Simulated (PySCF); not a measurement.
Atom-mapped SMILES (the numbers label the heavy atoms): `[CH:1]#[C:2][C:3]([F:4])([F:5])[F:6]`. Each H is labelled by its parent atom.

All values are calculated (PySCF 2.14): PBE0/pcSseg-1 with gauge-including orbitals, geometry: GFN2-xTB. Fast rotation and ring inversion assumed for equivalent nuclei, one computed conformer, no relativistic terms, isolated molecule.

Scale: ¹³C, ¹H vs TMS; ¹⁹F vs CFCl3 (reference shieldings calculated alike).

```json
{"atoms": "C1", "nucleus": "¹³C", "count": "1", "Hirshfeld charge": "-0.04", "δ (ppm)": "84.2"}
{"atoms": "C2", "nucleus": "¹³C", "count": "1", "Hirshfeld charge": "-0.07", "δ (ppm)": "?"}
{"atoms": "C3", "nucleus": "¹³C", "count": "1", "Hirshfeld charge": "0.27", "δ (ppm)": "122.8"}
{"atoms": "F4/F5/F6", "nucleus": "¹⁹F", "count": "3", "Hirshfeld charge": "-0.09", "δ (ppm)": "-63.1"}
{"atoms": "H(C1)", "nucleus": "¹H", "count": "1", "Hirshfeld charge": "0.11", "δ (ppm)": "?"}
```

Q: Fill in the missing shifts.

A: 
- C2: 75.4 ppm, alkyne carbon; the triple bond shields along its axis, which puts it between sp3 and sp2 carbons
- H(C1): 2.29 ppm, hydrogen on a terminal alkyne carbon; it lies on the axis of the triple bond, in its shielding cone

Shifts are as computed. Against solution values, carbons near 30 ppm lie about +3 ppm off and those near 130 ppm about +5 ppm. Of 1211 compounds with measured shifts, 218 miss one by over three times the rms of a fit or turn the order of signals round; such compounds aren't used in these exercises. Unscaled 19F shifts against computed CFCl3 carry errors that often reach 10 to 50 ppm.
